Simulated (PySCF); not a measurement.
**Static response to an electric field**

Compound: thionyl fluoride, F₂OS.
Geometry (GFN2-xTB, Å), atoms numbered from 1 in this order:
```
atom  x, y, z in Å
O1     1.3927   -0.1008   -0.1697
S2     0.1600   -0.0103    0.5083
F3    -0.6835    1.2548   -0.1813
F4    -0.8590   -1.1389   -0.1802
```

Level: PBE0/def2-SVPD (PySCF), static field, nuclei fixed, core orbitals frozen in the response. The polarisability tensor in these axes (au):

```
x   30.96 -0.22  0.35
y   -0.22 28.00 -0.03
z    0.35 -0.03 22.82
```

Task: Diagonalise the tensor; give its mean and Δα, where Δα² is half the sum of the squared differences of the eigenvalues.

Result: Principal values 22.81, 27.98 and 30.99 au; mean 27.26 au = 4.04 Å³ = 4.49 × 10⁻⁴⁰ C²·m²/J; Δα = 7.17 au (26 % of the mean).

Task: What is the dipole moment, and where does it point?

Result: (0.08, -0.01, 1.83) D, 1.84 D in size, pointing from the negative to the positive side. Measured along this direction, the outermost atoms are F3, F4 and O1 at the negative end and S2 at the positive end.

Task: Along which axes do the principal values lie, and how far do the nuclei extend along each?

Result: Largest value along (1.00, -0.07, 0.04), where the nuclei span 2.17 Å; middle along (0.07, 1.00, 0.00), 2.40 Å; least along (-0.04, 0.00, 1.00), 0.73 Å. The strongest response doesn't lie along the longest of the three spans.

Task: In TDDFT the mean static polarisability is Σ f/ω² over all singlet excitations (ω in hartree). How much of it do the 6 lowest give? Their energies (eV) and oscillator strengths: 6.46, 0.0343; 7.48, 0.0163; 8.13, 0.0086; 8.43, 0.0710; 8.47, 0.0001; 8.69, 0.0256.

Result: They add up to 1.91 au, 7.0 % of the 27.26 au; the largest single term is 0.74 au, from the state at 8.43 eV. Terms in order: 0.61, 0.21, 0.10, 0.74, 0.00, 0.25 au. Higher excitations give the rest. The strengths listed sum to 0.156.

Task: Refractivity n − 1 of an ideal gas of it at 298.15 K and 1 atm, from the electronic α?

Result: N = p/kT = 2.4615 × 10¹⁹ cm⁻³, so n − 1 = 2π × N × 4.04 × 10⁻²⁴ cm³ = 625 × 10⁻⁶ at long wavelengths.

Geometry: GFN2-xTB; no solvent, vibrations or thermal averaging.

The run behind these numbers computed excited states as well. The run took 5.2 s on an Intel Xeon Platinum 8259CL at 2.50 GHz with one thread, no GPU, shared host with 96 logical CPUs at a one-minute load of 40, and the process peaked at 0.39 GiB of memory.
